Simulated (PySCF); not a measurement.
Molecule: `InChI=1S/C4H7ClO/c1-4(3-5)6-2/h3H,1-2H3/b4-3+`.

Cartesian coordinates in Å; atom numbers follow the order of the lines, from 1:
```xyz
13

C    -1.645   -0.051    0.507
O    -0.367   -0.609    0.392
C     0.687    0.208    0.180
C     1.954   -0.568    0.081
C     0.573    1.545    0.076
Cl    1.925    2.590   -0.195
H    -2.341   -0.883    0.670
H    -1.710    0.647    1.361
H    -1.938    0.489   -0.412
H     2.107   -1.148    1.004
H     2.812    0.093   -0.082
H     1.884   -1.288   -0.749
H    -0.374    2.077    0.154
```

Geometry PBE0-D3(BJ)/def2-SVP throughout; GIAO in PySCF 2.14, gas phase, one conformer, non-relativistic; equivalent atoms averaged; functional PBE0.

Problem. How do the shifts δ (against TMS, H2O, HCl at the same level) depend on the basis set? (ppm; last column core-seconds on shared hosts with different chips, so compare them loosely)

Solution. 
```tsv
basis set	functions	C3	C5	C1	C4	O2	Cl6	H13	H7/H8/H9	H10/H11/H12	core-s
STO-3G	41	122.8	93.2	48.7	19.8	47.5	36.9	4.06	2.51	1.75	5.8
6-31G	72	152.4	97.4	51.5	17.9	92.2	65.4	4.72	3.69	2.02	11
6-31G*	102	148.9	92.2	51.2	16.4	89.4	78.9	4.48	3.41	1.75	15
def2-SVP	123	153.8	96.3	50.8	15.9	107.7	99.5	4.56	3.23	1.81	17
pcSseg-1	144	163.9	99.3	53.9	17.4	119.1	120.7	4.76	3.43	1.97	11
6-311+G(2d,p)	212	162.2	97.7	52.7	16.2	111.8	134.1	5.13	3.45	1.96	38
def2-TZVP	234	164.4	97.9	53.9	16.7	117.0	131.3	5.14	3.43	1.95	44
```

Problem. Which nucleus moves most, in ppm?

Solution. Cl6 (chlorine bonded to C): from 36.9 ppm with STO-3G to 134.1 ppm with 6-311+G(2d,p). The smallest spread is 0.27 ppm, at H10/H11/H12. Proton shifts span only some 12 ppm, so a few tenths of a ppm matter as much there as several ppm in carbon.

Problem. Taking the largest basis, def2-TZVP (234 functions), as the yardstick, rank the others by their worst heavy-atom deviation.

Solution. 6-311+G(2d,p) 5.2 ppm (212 functions), pcSseg-1 10.6 ppm (144 functions), def2-SVP 31.8 ppm (123 functions), 6-31G* 52.4 ppm (102 functions), 6-31G 65.9 ppm (72 functions), STO-3G 94.4 ppm (41 functions).

A small basis that lands close on one nucleus may do so by chance; judge by the trend and by all nuclei.
